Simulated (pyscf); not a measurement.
Routes from HP=PH (SMILES P=P) + H₂O (SMILES O)

Candidate steps break at most two bonds and form at most two. Each was searched with GFN2-xTB (tblite) first. Structures and frequencies: ωB97X-D3(BJ)/def2-SVP in PySCF. Energies: ωB97M-D3(BJ)/def2-TZVP, kcal/mol, from the separated reactants, singlet surface; ΔG‡ with ideal gas, 1 atm, RRHO with modes under 100 cm⁻¹ raised to 100, one conformer, R ln 2 for chiral ones without a mode under 150 cm⁻¹.

```csv
products,type,ΔE‡,ΔE,ΔG‡ 298 K,ΔG‡ 900 K,ν‡ (cm⁻¹)
HO–PH–PH₂,addition across a multiple bond or ene-type step,19.4,-24.3,27.9,48.6,1442i
HO–P=PH + H₂,four-centre exchange,52.0,+2.0,59.5,79.4,1706i
```

Plain bond fissions and candidates not yet searched are not listed, and one of them may be faster. Each barrier is that of the saddle found; lower ones may exist.
